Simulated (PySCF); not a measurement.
These are PBE-D3(BJ)/def2-TZVP // PBE0-D4/def2-TZVP (PySCF 2.14.0) values and carry that method's errors. Isolated molecules, 0 K electronic values unless said otherwise. Excitations are Tamm–Dancoff values on a coarser integration grid. The basis has no diffuse functions, so Rydberg states are missing or too high.

Reference species (SMILES): `[Al]([SiH3])([SiH3])[F]` (neutral, multiplicity 1).

The S1 excitation (TDA) is 3.71 eV, the S1 oscillator strength is 0.000 and the S1–T1 gap (TDA) is 0.60 eV. The HOMO is -6.30 eV.

After one change: the S1 excitation (TDA) increases by 3.61 eV; the S1 oscillator strength is nearly the same; the S1–T1 gap (TDA) falls by 0.40 eV; the HOMO falls by 3.32 eV.

**Question.** What was changed between the two runs? The new species is one of these.
A) `[F][Al]([F])[F]`
B) `[F][Al]([F])[SiH3]`
C) `[SiH3][Al]([SiH3])[SiH3]`

**Answer.** A, `[F][Al]([F])[F]`
